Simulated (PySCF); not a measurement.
## `BC` (CH5B): bond dissociation enthalpies at several levels

Numbering: `[BH2:1][CH3:2]`

All levels share the PBE0-D3(BJ)/def2-SVP structures and the PBE0-D3(BJ)/def2-SVP thermal terms; only the single-point energies (PySCF) change. Values are bond dissociation enthalpies (298 K, kJ/mol).

| level | C2–H | B1–H | B1–C2 | time |
| --- | --- | --- | --- | --- |
| HF/ma-def2-TZVP | 284 | 340 | 315 | 1.5 s |
| MP2/ma-def2-TZVP | 381 | 415 | 440 | 3.9 s |
| CCSD(T)/ma-def2-TZVP | 383 | 425 | 430 | 84 s |
| M06-2X/def2-TZVP | 387 | 429 | 440 | – |

Times are wall times for all single points of a level on 1 thread of Intel Xeon 6975P-C, a shared host; the dash marks the run that also made the structures.

Hartree-Fock leaves out electron correlation, so its bond energies come out too low, often by 100 kJ/mol or more.

The widest spread is that of B1–C2: 125 kJ/mol, from 315 to 440.

Note: in free energy B1–H and B1–C2 (by 3.2 kJ/mol) differ by less than the method's error (some 10 kJ/mol), so that order is undecided.
